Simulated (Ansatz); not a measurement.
Worked example: H$_{2}$B–NH, quartet against H$_{2}$B–NH, doublet

Geometry (PBE0/def2-TZVP stationary point of a doublet), kept for both states (H2B–NH, doublet: A'; H2B–NH, quartet: A'):

```yaml
atoms:
  - { symbol: B, position_ang: [0.0000, 0.0246, 0.7072] }
  - { symbol: N, position_ang: [0.0000, -0.0432, -0.6198] }
  - { symbol: H, position_ang: [0.0000, 1.1152, 1.2324] }
  - { symbol: H, position_ang: [0.0000, -0.9691, 1.3860] }
  - { symbol: H, position_ang: [0.0000, 0.1907, -1.5912] }
```

Basis cc-pVDZ; Ansatz 0.2.0. Correlated methods freeze the noble-gas cores. Prefix R: restricted or restricted open-shell reference; prefix U: unrestricted.

Full CI isn't at hand for all of this; UCCSDT(Q) serves as the reference, and is uncertain by about the last step of the cluster series.

| level | E(H2B–NH, doublet) (hartree) | E(H2B–NH, quartet) (hartree) |
| --- | --- | --- |
| UHF | -80.847057 | -80.651304 |
| UMP2 | -81.072666 | -80.849105 |
| UCCSD(T) | -81.113676 | -80.893355 |
| PBE | -81.236081 | -81.025542 |
| r2SCAN | -81.303475 | -81.097772 |
| UCCSDT(Q) | -81.115305 | -80.894663 |

Q: Give the vertical gap, H2B–NH quartet less H2B–NH doublet, at each level in eV (1 hartree = 27.2114 eV), and each error against UCCSDT(Q).

A: UCCSDT(Q): (-80.894663 − (-81.115305)) × 27.2114 = 6.004 eV (the reference)
r2SCAN: (-81.097772 − (-81.303475)) × 27.2114 = 5.597 eV, error -0.407 eV
PBE: (-81.025542 − (-81.236081)) × 27.2114 = 5.729 eV, error -0.275 eV
UCCSD(T): (-80.893355 − (-81.113676)) × 27.2114 = 5.995 eV, error -0.009 eV
UMP2: (-80.849105 − (-81.072666)) × 27.2114 = 6.083 eV, error 0.079 eV
UHF: (-80.651304 − (-80.847057)) × 27.2114 = 5.327 eV, error -0.677 eV

Total energies of functionals can't be set beside those of wave-function methods, since they hold the core's correlation and their own absolute errors; only the differences compare.

In so small a basis the reference is far from its limit while semilocal and hybrid functionals are nearer theirs, so the functionals' errors here hold much of the reference's basis and frozen-core error, which can add to them or hide them.

Each level lands on the state that its own search finds. T1 diagnostics of restricted CCSD: 0.036 and 0.043.
